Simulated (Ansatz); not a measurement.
hcp Tc: elastic constant C66 by level of theory

No measured value is used here.

```json
[
 {"level (code)": "LDA (Ansatz)", "value (GPa)": "152", "cell (Å³/atom)": "13.77"},
 {"level (code)": "PBE (Ansatz)", "value (GPa)": "135", "cell (Å³/atom)": "14.44"},
 {"level (code)": "PBEsol (Ansatz)", "value (GPa)": "146", "cell (Å³/atom)": "14.00"},
 {"level (code)": "r²SCAN (Ansatz)", "value (GPa)": "136", "cell (Å³/atom)": "14.20"},
 {"level (code)": "HSE06 (Ansatz)", "value (GPa)": "98.9", "cell (Å³/atom)": "13.91"}
]
```

HSE06: hybrids on metals are sensitive to the k mesh. Each level is taken at its own relaxed cell. Cutoffs and k meshes differ between the levels. Ansatz's density-functional and Hartree–Fock values are scalar-relativistic unless marked +SOC, with PAW data made under PBE.

Ansatz is a quantum-chemistry and plane-wave program.
